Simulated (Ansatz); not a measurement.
in.yaml

```yaml
crystal:
  periodic: [false, false, false]
  atoms:
    - {symbol: O, position_ang: [0.000157, -0.000104, -0.041923]}
    - {symbol: H, position_ang: [0.941031, 0.014170, 0.225305]}
    - {symbol: H, position_ang: [-0.483545, 0.809421, 0.218000]}
    - {symbol: H, position_ang: [-0.459974, -0.821935, 0.222149]}
basis:
  gaussian: {orbitals: cc-pVTZ-DK, fitting: {mean_field: def2-universal-jkfit}}
total_charge: 1
magnetization: {spin_polarized: false}
hamiltonian: {xc: {name: PBE}}
correlation: {method: bccd_t, electrons: all}
output: {forces: true}
```

```sh
$ ansatz run in.yaml --threads 1 --pin off --events-out ev --progress --plain --max-ram 2393MiB
```

Log:

```
131 factors; integrals over basis functions are off by at most 9.0e-1 eV
mean field evaluation 1: about -2069.6212 eV, gradient 1.1e2 eV
mean field evaluation 2: about -2069.6223 eV, gradient 1.1e2 eV
mean field evaluation 4: about -2086.7547 eV, gradient 1.6e1 eV
mean field evaluation 8: about -2087.2240 eV, gradient 5.2e-2 eV
mean field evaluation 16: about -2056.4145 eV, gradient 4.0e1 eV
mean field -2087.22397008 eV, -76.7040661291 hartree, gradient 8.6e-7 eV, S^2 0.000000; 0 other end points of the search recorded, 0 dependent functions left out
reference -2078.48197481 eV, -76.3828037287 hartree; 5, 5 occupied and 67, 67 virtual orbitals, 131 factors
second order -7.55049781 eV of doubles, -0.19566698 eV of singles
cycle   1  -7.68370069 eV  change    5.9e-2 eV  update   3.5e-2
cycle   2  -7.80364855 eV  change   -1.2e-1 eV  update   9.3e-3
cycle   3  -7.82573421 eV  change   -2.2e-2 eV  update   3.3e-3
cycle   4  -7.82632411 eV  change   -5.9e-4 eV  update   7.2e-4
cycle   5  -7.82641897 eV  change   -9.5e-5 eV  update   2.2e-4
cycle   6  -7.82652642 eV  change   -1.1e-4 eV  update   5.0e-5
cycle   7  -7.82652601 eV  change    4.1e-7 eV  update   1.6e-5
cycle   8  -7.82652421 eV  change    1.8e-6 eV  update   6.0e-6
perturbative correction -0.20144658 eV, -0.0074030253 hartree
the calculation of the forces begins
Total energy: -2086.50994560 eV, -76.6778262135 hartree
Relativity: scalar
Atom 0 at     0.000157    -0.000104    -0.041923 Å, force     0.000232    -0.000174    -0.069751 eV/Å
Atom 1 at     0.941031     0.014170     0.225305 Å, force    -0.177770    -0.002511     0.022598 eV/Å
Atom 2 at    -0.483545     0.809421     0.218000 Å, force     0.090993    -0.152555     0.023968 eV/Å
Atom 3 at    -0.459974    -0.821935     0.222149 Å, force     0.086546     0.155241     0.023185 eV/Å
Dipole moment:    -0.001083     0.000721     0.289543 e Å
```

Forces (eV/Å):
```
O    0.000  0.000 -0.070
H   -0.178 -0.003  0.023
H    0.091 -0.153  0.024
H    0.087  0.155  0.023
```

Ran on 1 thread of Arm Neoverse V1, shared host: 3.5 s wall, 0.18 GiB peak host memory.
